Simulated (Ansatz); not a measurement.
A first try at a ladder of methods at one geometry of C2H3ClF2, SMILES FCC(F)Cl, using the Ansatz DFT code, driven from Python.

Input file `c2h3clf2.xyz`:
```text
8

F    -0.37670   -0.78790    1.60290
C     0.28020    0.03560    0.72540
C    -0.36880   -0.05040   -0.66890
F    -0.01720   -1.27290   -1.18400
Cl    0.35710    1.16560   -1.75970
H     0.25710    1.07460    1.11840
H     1.34200   -0.32360    0.73040
H    -1.38160    0.10190   -0.62030
```

Run as a notebook:

In [1]:
```python
from pathlib import Path

import ansatz as az
import numpy as np
```

In [2]:
```python
system = az.Crystal.molecule_from_extxyz('c2h3clf2.xyz')
```

In [3]:
```python
calc = system.calculation().basis(gaussian='cc-pVDZ')
```

In [4]:
```python
print('functional    E (Ha)        dipole (D)   HOMO (eV)  LUMO (eV)')
for name in ['blyp', 'hf', 'lda', 'b3lyp', 'pbe0']:
    summary = calc.functional(name).forces().orbitals().run(outdir='tmp', threads=1, pin='off', runs_dir='runs').report
    lines = Path(summary['orbitals_path']).read_text().splitlines()
    field_of = lambda key: [line.split('=')[1].strip() for line in lines if line.startswith(key)]
    orbitals = [(27.211386 * float(e), s, float(n)) for e, s, n in zip(field_of('Ene='), field_of('Spin='), field_of('Occup='))]
    homo = max(e for e, _, n in orbitals if n > 0.5)
    lumo = min(e for e, _, n in orbitals if n < 0.5)
    dipole = 4.803205 * np.linalg.norm(summary['charge_distribution']['dipole_moment_e_ang'])
    print(f'{name:10s} {summary["free_energy_ev"] / 27.211386246:14.6f} {dipole:9.3f} {homo:11.3f} {lumo:10.3f}')
```
```text
functional    E (Ha)        dipole (D)   HOMO (eV)  LUMO (eV)
Traceback (most recent call last):
  File "<cell 4>", line 3, in <module>
    summary = calc.functional(name).forces().orbitals().run(outdir='tmp', threads=1, pin='off', runs_dir='runs').report
              ~~~~~~~~~~~~~~~~~~~~~~~~~~~~~~~~~~~~~~~~~~~~~^^^^^^^^^^^^^^^^^^^^^^^^^^^^^^^^^^^^^^^^^^^^^^^^^^^^^
TypeError: Calculation.run() got an unexpected keyword argument 'outdir'
```

What is wrong, and how is it mended?

The fault: run() has no such keyword. The correction:

```diff
--- before
+++ after
@@
 for name in ['blyp', 'hf', 'lda', 'b3lyp', 'pbe0']:
-    summary = calc.functional(name).forces().orbitals().run(outdir='tmp', threads=1, pin='off', runs_dir='runs').report
+    summary = calc.functional(name).forces().orbitals().run(threads=1, pin='off', runs_dir='runs').report
     lines = Path(summary['orbitals_path']).read_text().splitlines()
```

Notebook, run cell by cell (the value of a cell's last expression is shown):

(earlier cells as before)

```python
print('functional    E (Ha)        dipole (D)   HOMO (eV)  LUMO (eV)')
for name in ['blyp', 'hf', 'lda', 'b3lyp', 'pbe0']:
    summary = calc.functional(name).forces().orbitals().run(threads=1, pin='off', runs_dir='runs').report
    lines = Path(summary['orbitals_path']).read_text().splitlines()
    field_of = lambda key: [line.split('=')[1].strip() for line in lines if line.startswith(key)]
    orbitals = [(27.211386 * float(e), s, float(n)) for e, s, n in zip(field_of('Ene='), field_of('Spin='), field_of('Occup='))]
    homo = max(e for e, _, n in orbitals if n > 0.5)
    lumo = min(e for e, _, n in orbitals if n < 0.5)
    dipole = 4.803205 * np.linalg.norm(summary['charge_distribution']['dipole_moment_e_ang'])
    print(f'{name:10s} {summary["free_energy_ev"] / 27.211386246:14.6f} {dipole:9.3f} {homo:11.3f} {lumo:10.3f}')
```

    functional    E (Ha)        dipole (D)   HOMO (eV)  LUMO (eV)
    blyp          -737.827508     1.174      -7.202     -0.438
    hf            -735.854106     1.723     -12.643      4.589
    lda           -734.402574     1.227      -7.475     -0.819
    b3lyp         -737.907745     1.330      -8.661      0.256
    pbe0          -737.465359     1.363      -8.980      0.496

What to keep in mind:
- Total energies depend on the basis set; only differences at equal settings carry meaning.
- The geometry is a force-field or estimated start, not a minimum of this method, and the basis set is short of its limit. A lower total doesn't mark the better method: functionals have no common bound, and MP2 and coupled cluster aren't variational.
- b3lyp holds the VWN-RPA fit, as in Gaussian; the form of ORCA and Turbomole is b3lyp5.
- Levels such as HOMO and LUMO are orbital energies: with these approximate functionals they aren't the ionisation energy and electron affinity, and their gap isn't the fundamental gap.
- For Al to Cl the sets with a tight d function, cc-pV(X+d)Z, are usual.
- Finished in 13 s on 1 thread of Arm Neoverse V1, on a shared host, peak memory 0.24 GiB.
